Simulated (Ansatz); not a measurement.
Si(SMe)H3 (CH₆SSi), relaxed as a singlet with RKS PBE-D4/def2-TZVP in Ansatz, starting from the GFN2-xTB geometry. Force threshold 0.02 eV/Å.

Start:

Cartesian coordinates in Å:
```
Si -0.287 -0.395 1.443
S 1.273 0.212 0.107
C 0.323 0.401 -1.435
H -0.111 -0.554 -1.716
H 1.022 0.728 -2.197
H -0.454 1.147 -1.300
H -1.255 0.693 1.541
H 0.413 -0.656 2.685
H -0.924 -1.577 0.872
```

| step | energy (eV) | largest force component (eV/Å) | SCF passes |
| --- | --- | --- | --- |
| 1 | -19838.8834 | 1.095 | 18 |
| 2 | -19838.9542 | 0.259 | 19 |
| 3 | -19838.9632 | 0.082 | 20 |
| 4 | -19838.9643 | 0.024 | 21 |
| 5 | -19838.9644 | 0.012 | 13 |

Force components are those of the run's own axes.

End:

Cartesian coordinates in Å:
```
Si -0.256 -0.387 1.418
S 1.310 0.215 0.092
C 0.329 0.409 -1.443
H -0.129 -0.544 -1.739
H 1.031 0.726 -2.224
H -0.445 1.177 -1.325
H -1.293 0.683 1.571
H 0.394 -0.658 2.734
H -0.942 -1.621 0.916
```

By distances, no bond broke or formed. The bond that changes most is Si1–H8, from 1.45 to 1.49 Å (atoms count from 1).

No frequencies were taken in this run, so the end may be a saddle point.

Hardware: 4 threads of Arm Neoverse N1 on a shared host. Wall time 6.5 s.
